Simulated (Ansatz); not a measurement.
# bcc Fe: how far can PBE be trusted?

Programs: Ansatz (a quantum-chemistry and plane-wave program).

### Question
For which of these properties of bcc Fe does PBE miss the measurement, in which direction and by how much: lattice constant a, bulk modulus, cohesive energy, elastic constant C11, elastic constant C44?

### Answer
PBE is well off the measurement for the lattice constant a (-0.77 %); bulk modulus (+13.2 %); cohesive energy (+0.59 eV/atom); elastic constant C11 (+13.2 %); elastic constant C44 (-13.1 %).

| property | PBE | LDA | PBEsol | reference | PBE less reference |
|---|---|---|---|---|---|
| lattice parameter a (Å) | 2.831 | 2.750 | 2.788 | 2.853 | -0.77 % |
| bulk modulus B0 (GPa) | 197 | 249 | 224 | 174 | +13.2 % |
| cohesive energy (eV/atom) | 4.91 | 6.45 | 5.67 | 4.32 | +0.59 eV/atom |
| elastic constant C11 (GPa) | 275 | 363 | 330 | 243 | +13.2 % |
| elastic constant C44 (GPa) | 106 | 155 | 134 | 122 | -13.1 % |
| Voigt–Reuss–Hill shear modulus (GPa) | 86.9 | 121 | 107 | – | – |

Where no measured value is used, PBE differs from PBEsol by -18.8 % in the Voigt–Reuss–Hill shear modulus.

Low-temperature values still hold zero-point motion unless their source removed it.

Called well off clearly beyond 0.50 % for the lattice constant a, 10.0 % for the bulk modulus, 0.20 eV/atom for the cohesive energy, 10.0 % for the elastic constant C11, 10.0 % for the elastic constant C44 (bounds picked here from the quality of each reference).

The references are measured values: lattice constant a corrected to a static lattice, bulk modulus corrected to a static lattice, cohesive energy corrected to a static lattice, elastic constant C11 low temperature, elastic constant C44 low temperature.

Unless a row names a cell, each level is at its own relaxed cell.

Spin-polarised runs: PBE (parallel moments), LDA (parallel moments), PBEsol (parallel moments).

Ansatz's density-functional and Hartree–Fock values are scalar-relativistic unless marked +SOC, with PAW data made under PBE.

References as tabulated in Sha and Cohen (2006), arXiv:cond-mat/0612308; Mejia-Rodriguez and Trickey (2018), arXiv:1807.09216; Levämäki et al. (2014), arXiv:1402.3671; Jana et al. (2018), arXiv:1807.00350.
